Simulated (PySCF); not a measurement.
# C4H7ClO: the cost of one run

Programs: PySCF 2.14.0, with density-fitted response routines of our own. Each step states its level of theory. These are calculated values for one molecule in the gas phase, unless marked as measured. Atoms count from 0, in the outputs and in this text.

### 1 Starting geometry

13 atoms, charge 0, multiplicity 1; geometry from: GFN2-xTB.

Bonds of the start (Å): C0–C1 1.52, C1–C2 1.53, C2–C3 1.49, C3–O4 1.18, C3–Cl5 1.78, C0–H6 1.09, C0–H7 1.09, C0–H8 1.09, C1–H9 1.09, C1–H10 1.09, C2–H11 1.09, C2–H12 1.09.

### 2 Geometry optimisation at PBE0-D3(BJ)/def2-SVP

What the job is given:

```
{"job": {"xc": "PBE0", "basis": "def2-SVP", "d3": "d3bj", "grid": 1, "kind": "geom"}, "charge": 0, "multiplicity": 1}
C      1.824853     0.003685    -0.042508
C      0.415531    -0.447427    -0.402262
C     -0.638476     0.361487     0.354156
C     -2.021669    -0.070566     0.008486
O     -2.375872    -0.918010    -0.736077
Cl    -3.239584     0.882396     0.894344
H      1.970553     1.051740    -0.294206
H      2.009388    -0.121661     1.022021
H      2.557791    -0.584429    -0.588478
H      0.252106    -0.333041    -1.474668
H      0.293040    -1.504642    -0.163180
H     -0.546018     1.426703     0.127344
H     -0.506031     0.254250     1.433910
```

Launch:

```
$ OMP_NUM_THREADS=1 python probes_run.py task.json out
```

This one command runs all jobs of the session in turn.

Q: Estimate the wall time and peak memory of this first job on 1 thread of Arm Neoverse V1, shared host.

About 26 s, with a peak of 0.51 GiB.
